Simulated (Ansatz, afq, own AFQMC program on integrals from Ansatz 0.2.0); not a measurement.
**Where AFQMC and coupled cluster stand for F, doublet**

A free F atom.

Basis def2-TZVP. Noble-gas cores (and the filled d shells of Ga–Kr and In–Xe) are frozen. Ansatz 0.2.0 and our own AFQMC program on the same integrals; the CISD trial comes from CCSD amplitudes, and released means the phaseless constraint is let go. ± is one standard error of the sampling.

Determinant: UHF, the one that the program's search chose, which needn't be the lowest solution.

No full CI on the walks' own integrals is used here; CCSDTQ serves as the reference and is uncertain by about the last step of the cluster series.

Cautions: the ph-AFQMC/HF walk drifts between its halves (2.2 errors).

The T1 diagnostic is 0.0062. The weight of the determinant in the CISD state is 0.964 and the ⟨S²⟩ of the determinant is 0.754. The size of the correlated space is 7 electrons in 30 orbitals.

| level | correlation energy (eV) |
| --- | --- |
| MP2 | -5.3821 |
| CCSD | -5.7096 |
| CCSD(T) | -5.8030 |

Question: Estimate where AFQMC with the constraint released lies against CCSD(T) on the same integrals.

Answer: 1.0 ± 0.2 kJ/mol below CCSD(T).

Reference: CCSDTQ, correlation energy -5.811 eV. The released energy is read at 1.50 1/Eh (meV from the phaseless value at times in 1/Eh: -2.2 ± 1.3 at 0.24, -2.2 ± 1.4 at 0.50, -2.9 ± 1.2 at 1.00, -5.1 ± 2.5 at 1.50).

```tsv
level	E − E(reference) (kJ/mol)	share of correlation (%)
CCSD(T)	0.8	99.86
CCSDT	0.3	99.95
CCSDT(Q)	0.0	100.00
ph-AFQMC/HF	7.8 ± 1.1	98.61
ph-AFQMC/CISD	0.3 ± 0.1	99.95
released AFQMC	-0.2 ± 0.2	100.03
```

CCSDT and higher add their correlation energy to the determinant of the CCSD(T) run, since their own runs factorise the integrals more tightly (a shift of under 2 meV). A walk keeps the symmetry of its determinant, which the program's search chose and which needn't be the lowest solution, so a lower state of the same spin and another symmetry isn't excluded. Released energies are given only where the last usable release times agree within the noise; a slower fall can still hide under it.
